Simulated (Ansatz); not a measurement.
Boron trifluoride (`FB(F)F`). Total charge 0; spin multiplicity 1. The geometry is a stationary point of PBE0-D4/def2-TZVP.

```xyz
4

F     1.282   -0.267   -0.071
B     0.000    0.000    0.000
F    -0.528    0.895   -0.799
F    -0.754   -0.629    0.869
```

Question: What is the dipole moment at r2SCAN/def2-TZVPP? (Estimate.)

Answer: Computed: 0.00 D, zero by symmetry or nearly so.

Question: Give the Mulliken charges with r2SCAN, B3LYP, ωB97M-V in def2-TZVPP. (Best estimate.)

Answer: Computed: 
| atom | r2SCAN | B3LYP | ωB97M-V |
| --- | --- | --- | --- |
| F1 | -0.23 | -0.22 | -0.22 |
| B2 | 0.70 | 0.65 | 0.67 |
| F3 | -0.23 | -0.22 | -0.22 |
| F4 | -0.23 | -0.22 | -0.22 |

B3LYP here is the variant with VWN-RPA as its local correlation; programs differ in this.
